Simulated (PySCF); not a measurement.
A side-by-side comparison of computed properties.

First species: C4H7F.
Cartesian coordinates in Å at the GFN2-xTB level; atoms count from 1:
```
atom  x, y, z in Å
C1     1.9220    0.3972   -0.0769
C2     0.8740   -0.3756   -0.2863
C3    -0.3817   -0.3530    0.5352
C4    -1.5807    0.1215   -0.2814
F5    -0.2343    0.4822    1.6274
H6     2.7969    0.3481   -0.7017
H7     1.9440    1.1039    0.7355
H8     0.8470   -1.0886   -1.0986
H9    -0.5761   -1.3520    0.9540
H10   -1.7593   -0.5612   -1.1067
H11   -2.4659    0.1606    0.3483
H12   -1.3848    1.1162   -0.6747
```

Second species: C4H7F.
Atom-mapped SMILES: `[CH2:1]=[CH:2][CH2:3][CH2:4][F:5]` (hydrogens: H6, H7 on C1; H8 on C2; H9, H10 on C3; H11, H12 on C4)

Structure used (GFN2-xTB), in Å, numbered top down from 1:
```
atom  x, y, z in Å
C1    -1.9886    0.1342   -0.1149
C2    -0.8103   -0.4257   -0.3070
C3     0.4686    0.3364   -0.4710
C4     1.4925   -0.0529    0.5923
F5     1.8917   -1.3571    0.4257
H6    -2.8857   -0.4495   -0.0008
H7    -2.1068    1.2050   -0.0727
H8    -0.7082   -1.5018   -0.3449
H9     0.8964    0.1203   -1.4539
H10    0.2863    1.4095   -0.3964
H11    2.3966    0.5610    0.5181
H12    1.0688    0.0200    1.5995
```

Levels: CAM-B3LYP/def2-SVPD for dipole moment, HOMO energy, LUMO energy, HOMO–LUMO gap, static isotropic polarisability and electronic spatial extent ⟨r²⟩ about the centre of nuclear charge; TDDFT CAM-B3LYP/def2-SVPD for lowest singlet excitation; TDA CAM-B3LYP/def2-SVPD for lowest triplet excitation (Tamm–Dancoff); GFN2-xTB for rotational constant A and rotational constant C. Geometries: GFN2-xTB. All species are isolated and taken at one optimised geometry, non-relativistic unless stated; the electronic structure was computed with PySCF and density fitting.

Dipoles, sizes and rotational constants follow the conformer. The torsions of the flexible species, by atom-mapped SMILES:
- `[CH2:1]=[CH:2][C@H:3]([CH3:4])[F:5]`: C1–C2–C3–C4 115°
- `[CH2:1]=[CH:2][CH2:3][CH2:4][F:5]`: C1–C2–C3–C4 121°, C2–C3–C4–F5 66°

Values for the first species:

* Dipole moment: 1.89 D
* HOMO energy: -9.10 eV
* LUMO energy: 1.16 eV
* HOMO–LUMO gap: 10.26 eV
* Lowest singlet excitation: 7.43 eV
* Lowest triplet excitation (Tamm–Dancoff): 4.52 eV
* Static isotropic polarisability: 50.9 au
* Electronic spatial extent ⟨r²⟩ about the centre of nuclear charge: 444 bohr²
* Rotational constant A: 7.992 GHz
* Rotational constant C: 3.087 GHz

Task: Estimate the same properties for the second species, and the change in each.

Result: 
```json
{"property": "dipole moment", "first": "1.89 D", "second": "1.76 D", "second less first": "-0.13 D"}
{"property": "HOMO energy", "first": "-9.10 eV", "second": "-9.02 eV", "second less first": "+0.08 eV"}
{"property": "LUMO energy", "first": "1.16 eV", "second": "1.18 eV", "second less first": "+0.02 eV"}
{"property": "HOMO–LUMO gap", "first": "10.26 eV", "second": "10.20 eV", "second less first": "-0.06 eV"}
{"property": "lowest singlet excitation", "first": "7.43 eV", "second": "7.46 eV", "second less first": "+0.03 eV"}
{"property": "lowest triplet excitation (Tamm–Dancoff)", "first": "4.52 eV", "second": "4.51 eV", "second less first": "-0.01 eV"}
{"property": "static isotropic polarisability", "first": "50.9 au", "second": "51.0 au", "second less first": "+0.1 au"}
{"property": "electronic spatial extent ⟨r²⟩ about the centre of nuclear charge", "first": "444 bohr²", "second": "518 bohr²", "second less first": "+74 bohr²"}
{"property": "rotational constant A", "first": "7.992 GHz", "second": "13.375 GHz", "second less first": "+5.383 GHz"}
{"property": "rotational constant C", "first": "3.087 GHz", "second": "2.421 GHz", "second less first": "-0.666 GHz"}
```

On the first: The principal polarisabilities are 42.7, 46.6 and 63.2 au; their mean is the isotropic value. The vertical singlet–triplet gap S1 − T1 is 2.91 eV (TDDFT singlet less Tamm–Dancoff triplet; S1: HOMO→LUMO+1, weight 0.44, beside HOMO→LUMO, weight 0.42; T1: HOMO→LUMO, weight 0.68).

On the second: In atomic units the dipole is 0.69 e·bohr (1 au = 2.5417 D). The polarisability is 7.56 Å³ as a volume (1 au = 0.148185 Å³), or 1.28 au for each of the 40 electrons.
